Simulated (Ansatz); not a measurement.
[GeH$_{3}$···H···GeH$_{3}$], doublet along the distance Ge1-H5

Starting geometry:

```xyz
9

Ge   -1.9305    0.0000    0.0000
H    -2.4420    1.4466    0.0000
H    -2.4420   -0.7233    1.2528
H    -2.4420   -0.7233   -1.2528
H    -0.3962    0.0000    0.0000
Ge    1.9375    0.0000    0.0000
H     2.4062   -1.4659    0.0000
H     2.4062    0.7330   -1.2695
H     2.4062    0.7330    1.2695
```

From there H5 is moved from one fragment to the other while all else, the fragments' distance too, stays fixed, so the hump isn't the reaction's barrier; atoms are numbered as listed. Energies are in eV, counted from the starting geometry at the same level. Kohn–Sham curves are unrestricted where that lies lower.

Basis cc-pVDZ; Ansatz 0.2.0. Correlated methods freeze the noble-gas cores and the filled d shells of p-block atoms. Prefix R: restricted or restricted open-shell reference; prefix U: unrestricted. No spin–orbit coupling is included, and no scalar relativity.

In so small a basis the reference is far from its limit while semilocal and hybrid functionals are nearer theirs (RPA and double hybrids share much of the reference's basis error), so the functionals' errors here hold much of the reference's basis and frozen-core error, which can add to them or hide them.

Full CI isn't at hand for all of this; UCCSDT(Q) serves as the reference, and is uncertain by about the last step of the cluster series.

```tsv
distance Ge1-H5 (Å)	UCCSDT(Q)	PBE	r2SCAN	B97M-V	PBE0	B3LYP	wB97M-V	B2PLYP	PBE-QIDH	RPA-PBE
1.534	0.000	0.000	0.000	0.000	0.000	0.000	0.000	0.000	0.000	0.000
1.649	0.059	-0.018	0.018	0.005	0.019	0.015	0.057	0.041	0.059	0.052
1.879	0.294	0.084	0.170	0.113	0.180	0.168	0.289	0.241	0.290	0.266
2.108	0.190	0.036	0.103	0.065	0.108	0.099	0.184	0.152	0.189	0.171
2.338	0.011	0.013	0.013	0.009	0.013	0.010	0.009	0.011	0.012	0.008
```
